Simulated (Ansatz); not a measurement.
# CHSi (doublet): inputs that go wrong at distance Si1–C2 = 1.683 Å

4 inputs are run for CHSi (doublet) as typed; the log has to tell whether the result can be used and what must change.

The runs use Ansatz 0.2.0, Gaussian basis; the settings change from run to run.

24 further runs of the same task are left out: 1 for a mislabelled method, 5 for a known fault of the program, 16 that didn't finish, 2 set aside as unsound or not needed.

## 1. The geometry

The geometry derives from a PBE0/def2-TZVP stationary point (not a proven minimum). One bond is set to the value named and the two fragments are kept rigid.

3 atoms, charge 0, spin multiplicity 2.

Atoms are counted from 1 here; the program's logs count them from 0.

Bond lengths: Si1–C2 1.682 Å, C2–H3 1.079 Å. Angles: Si1–C2–H3 180.0°.

## 2. Try 1

The input, in.yaml:

```yaml
crystal:
  periodic: [false, false, false]
  atoms:
    - {symbol: Si, position_ang: [0.000000, 0.000000, 1.481442]}
    - {symbol: C, position_ang: [0.000000, 0.000000, -0.201009]}
    - {symbol: H, position_ang: [0.000000, 0.000000, -1.280432]}
basis:
  gaussian: {orbitals: def2-SVP}
magnetization: {spin_polarized: true, initial_magnetization: 2}
correlation: {method: mp2, electrons: outside_noble_gas}
```

The run is started by

```sh
$ ansatz run in.yaml --threads 1 --pin off --events-out ev --progress --plain --max-ram 2393MiB
```

Log:

```text
Error: a molecule whose nuclei and cores have a total charge of 21 cannot have a net charge of 0 together with 2 unpaired electrons
```

It took 0.03 s on 1 thread of Intel Xeon Platinum 8488C, shared host.

**Diagnosis.** The run was refused. The number of unpaired electrons doesn't fit the electron count. Cure: make charge and initial_magnetization agree.

## 3. Try 2

The input, in.yaml:

```yaml
crystal:
  periodic: [false, false, false]
  atoms:
    - {symbol: Si, position_ang: [0.000000, 0.000000, 1.481442]}
    - {symbol: C, position_ang: [0.000000, 0.000000, -0.201009]}
    - {symbol: H, position_ang: [0.000000, 0.000000, -1.280432]}
basis:
  gaussian: {orbitals: def2-mTZVP, point_charges: [{charge: 0.50, position_ang: [2.532, 0.319, 0.939]}]}
magnetization: {spin_polarized: false, initial_magnetization: 1}
correlation: {method: fic_mrcisd_q, electrons: all, active_space: {window: {electrons: 3, orbitals: 3}, states: [{multiplicity: 2, irrep: T2g, weights: [1]}]}}
scf: {omitted_lower_state_checks: [cluster_reference]}
```

Same command.

Log:

```text
Functional definition: HF
  name "HF"
  cite "Fock, Z. Phys. 61, 126 (1930) doi:10.1007/BF01340294"
  parent pbe
  exchange = exact_x
  correlation = 0
these checks for a lower state are left out or cut short: cluster_reference
the irreps are read with x along [0.000, -0.000, 1.000], y along [0.992, 0.125, -0.000] and z along [-0.125, 0.992, 0.000] of the geometry given
684 factors; integrals over basis functions are off by at most 1.9e-7 eV
mean field evaluation 1: about -8904.1248 eV, gradient 1.9e1 eV
mean field evaluation 2: about -8904.1264 eV, gradient 1.9e1 eV
mean field evaluation 4: about -8905.3835 eV, gradient 3.0e0 eV
mean field evaluation 8: about -8905.4446 eV, gradient 1.7e-1 eV
mean field evaluation 16: about -8904.3594 eV, gradient 7.0e0 eV
mean field evaluation 32: about -8896.6842 eV, gradient 7.5e0 eV
mean field evaluation 64: about -8905.0452 eV, gradient 4.9e-4 eV
mean field evaluation 96: about -8905.0438 eV, gradient 2.0e-2 eV
mean field -8905.44557866 eV, -327.2690886878 hartree, gradient 3.1e-6 eV, S^2 0.750000; 9 other end points of the search recorded, 0 dependent functions left out
reference -8905.44557866 eV, -327.2690886878 hartree; 11, 10 occupied and 33, 34 virtual orbitals, 684 factors
Error: the irrep T2g is not accepted for these orbitals, which take A', A'', or 1 to 2
```

Run time: 0.9 s. Hardware: 1 thread of Intel Xeon Platinum 8488C, shared host.

**Diagnosis.** The run stopped with an error. The symmetry label isn't in the molecule's group. To mend it, name an irrep that the log lists.

## 4. Try 3

The input, in.yaml:

```yaml
crystal:
  periodic: [false, false, false]
  atoms:
    - {symbol: Si, position_ang: [0.000000, 0.000000, 1.481442]}
    - {symbol: C, position_ang: [0.000000, 0.000000, -0.201009]}
    - {symbol: H, position_ang: [0.000000, 0.000000, -1.280432]}
basis:
  gaussian: {orbitals: 6-31G}
magnetization: {spin_polarized: false, initial_magnetization: 1}
correlation: {active_space: {window: {electrons: 3, orbitals: 3}, states: [{multiplicity: 2, weights: [1, 1]}], root: 2}}
```

The command is unchanged.

Log:

```text
Error: the active space averages no state 2, counted from zero
```

Wall time 0.03 s (1 thread of Intel Xeon Platinum 8488C, shared host).

**Diagnosis.** The run was refused. The root asked for lies beyond the states averaged. To mend it, average more states or name a lower root.

## 5. Try 4

The input, in.yaml:

```yaml
crystal:
  periodic: [false, false, false]
  atoms:
    - {symbol: Si, position_ang: [0.000000, 0.000000, 1.481442]}
    - {symbol: C, position_ang: [0.000000, 0.000000, -0.201009]}
    - {symbol: H, position_ang: [0.000000, 0.000000, -1.280432]}
basis:
  gaussian: {orbitals: 6-31G}
magnetization: {spin_polarized: false, initial_magnetization: 1}
hamiltonian: {xc: r2scan}
correlation: {active_space: {window: {electrons: 3, orbitals: 3}}}
accuracy: high
```

Launched as before.

Log:

```text
Error: invalid value for `correlation.active_space`: it starts from restricted Hartree–Fock orbitals; set hamiltonian.xc: hf without magnetization.spin_polarized
```

Wall time 0.03 s (1 thread of Intel Xeon Platinum 8488C, shared host).

What is wrong: The run was refused. An active space is asked on a functional's orbitals. To mend it, start from Hartree-Fock.

## 6. How the runs ended

```
try                     level                ended                                                            cause    time
  1       MP2 on UHF/def2-SVP              refused  the number of unpaired electrons doesn't fit the electron count  0.03 s
  2  MRCISD+Q(3,3)/def2-mTZVP  stopped by an error                 the symmetry label isn't in the molecule's group   0.9 s
  3         CASSCF(3,3)/6-31G              refused               the root asked for lies beyond the states averaged  0.03 s
  4         CASSCF(3,3)/6-31G              refused              an active space is asked on a functional's orbitals  0.03 s
```

3 refused, 1 stopped by an error.
